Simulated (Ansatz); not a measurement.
We consider ReS2 (P-1, No. 2; cell taken from a computed entry), described by PBEsol+SOC (Ansatz, a quantum-chemistry and plane-wave program, plane waves, PAW).

Settings: plane-wave cutoff 520 eV, 6×6×4 k mesh (along the axes of the cell as run), Fermi–Dirac smearing 0.01 eV, PAW data made under PBE.

Cell (relaxed with PBE-D3(BJ)):

```cif
data_Re8S16
_chemical_formula_sum 'Re8 S16'
_space_group_name_H-M_alt 'P 1'
_space_group_IT_number 1
_cell_length_a 6.35584
_cell_length_b 6.45785
_cell_length_c 12.42452
_cell_angle_alpha 75.897
_cell_angle_beta 89.572
_cell_angle_gamma 61.175
loop_
_space_group_symop_operation_xyz
  'x, y, z'
loop_
_atom_site_label
_atom_site_type_symbol
_atom_site_fract_x
_atom_site_fract_y
_atom_site_fract_z
_atom_site_occupancy
Re1 Re 0.18826 0.06436 0.24621 1
Re2 Re 0.81174 0.93564 0.75379 1
Re3 Re 0.31178 0.43562 0.25376 1
Re4 Re 0.68822 0.56438 0.74624 1
Re5 Re 0.76151 0.03641 0.24884 1
Re6 Re 0.23849 0.96359 0.75116 1
Re7 Re 0.26147 0.53643 0.74887 1
Re8 Re 0.73853 0.46357 0.25113 1
S1 S 0.90485 0.71465 0.15008 1
S2 S 0.09515 0.28535 0.84992 1
S3 S 0.60247 0.77795 0.88130 1
S4 S 0.39753 0.22205 0.11870 1
S5 S 0.36420 0.75345 0.13673 1
S6 S 0.63580 0.24655 0.86327 1
S7 S 0.14412 0.72185 0.89598 1
S8 S 0.85588 0.27815 0.10402 1
S9 S 0.35584 0.77817 0.60405 1
S10 S 0.64416 0.22183 0.39595 1
S11 S 0.13584 0.74653 0.36325 1
S12 S 0.86416 0.25347 0.63675 1
S13 S 0.10251 0.27793 0.38127 1
S14 S 0.89749 0.72207 0.61873 1
S15 S 0.59519 0.78533 0.34989 1
S16 S 0.40481 0.21467 0.65011 1
```

Question: Estimate the band gap and smallest direct gap on the k points sampled that the calculation returns.

Answer: 
* **band gap**: 1.03 eV
* **smallest direct gap on the k points sampled**: 1.04 eV

Note: cell and atoms aren't relaxed at this level (largest force component 0.30 eV/Å, pressure -1.4 GPa).

Static lattice: no zero-point or thermal effects.

Cost on a shared machine: about 5 core-hours (a rough figure).
